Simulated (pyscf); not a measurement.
# Four-centre exchange: H₃Si–O–AsH₂ (SMILES [SiH3]O[AsH2]) + H₂O (SMILES O) → HO–AsH₂ (SMILES O[AsH2]) + HO–SiH₃ (SMILES O[SiH3])

Gas phase, singlet surface, charge 0. Bonds broken: As1–O2, O9–H10. Bonds formed: As1–O9, O2–H10. Single points on ωB97X-D3(BJ)/def2-SVP structures (PySCF, gas phase).

Transition state (Å):

```xyz
11

As    -1.9137    -0.6852     1.0081
O     -0.3176     0.5568     0.2228
Si     0.5404     0.3194    -1.1611
H     -3.4517    -0.5634     1.1292
H     -2.0932    -0.9922    -0.4712
H      0.3579     1.4446    -2.1316
H      2.0035     0.1788    -0.8918
H      0.0759    -0.9401    -1.8320
O     -2.1129     1.3886     1.3616
H     -1.1815     1.4287     0.8529
H     -1.9628     1.5643     2.3018
```

One imaginary mode, 445i cm⁻¹; descent along it reached the two sides named, in the forms told below.

```tsv
bond	change	reactant side (Å)	saddle	product side
As1–O2	breaks	1.816	2.170	3.5
O9–H10	breaks	0.970	1.062	1.779
As1–O9	forms	3.0	2.113	1.829
O2–H10	forms	1.968	1.380	0.979
```

Electronic energies relative to the separated reactants (kJ/mol):

```csv
level,barrier,reaction energy,reverse barrier
ωB97X-D3(BJ)/def2-TZVP,131.2,+16.6,114.6
PBE/def2-TZVP,99.3,+5.0,94.3
r²SCAN/def2-TZVP,111.1,+7.9,103.3
B3LYP-D3(BJ)/def2-TZVP,117.9,+11.8,106.1
PBE0-D3(BJ)/def2-TZVP,116.0,+10.3,105.7
M06-2X/def2-TZVP,126.3,+11.8,114.5
ωB97M-D3(BJ)/def2-TZVP,126.0,+9.7,116.3
HF/def2-TZVP,200.5,+6.2,194.2
```

With ωB97M-D3(BJ)/def2-TZVP energies and thermal terms (ideal gas, 1 atm, RRHO with modes under 100 cm⁻¹ raised to 100, one conformer, R ln 2 for chiral ones without a mode under 150 cm⁻¹), in kJ/mol:

```
T (K)    ΔH‡    ΔG‡    ΔH    ΔG
-----  -----  -----  ----  ----
298    125.0  171.0  +9.4  +6.3
600    124.5  218.1  +8.6  +3.6
900    126.3  264.5  +8.7  +1.1
1200   129.1  310.1  +8.9  -1.5
```

On the reactant side the descent ends in a complex, 20.4 kJ/mol under the separated species and 151.6 kJ/mol under the saddle at ωB97X-D3(BJ)/def2-TZVP. On the product side the descent ends in a complex (not fully relaxed), 29.1 kJ/mol under the separated species and 143.7 kJ/mol under the saddle at ωB97X-D3(BJ)/def2-TZVP. H₃Si–O–AsH₂ lies 44.7 kJ/mol over its isomer HO–SiH₂–AsH₂ (electronic energy, ωB97M-D3(BJ)/def2-TZVP). Another saddle between the same species, by other bonds, lies lower (100.5 kJ/mol against 126.0 kJ/mol at ωB97M-D3(BJ)/def2-TZVP). Elements up to Kr have no core potential and no relativistic terms here.
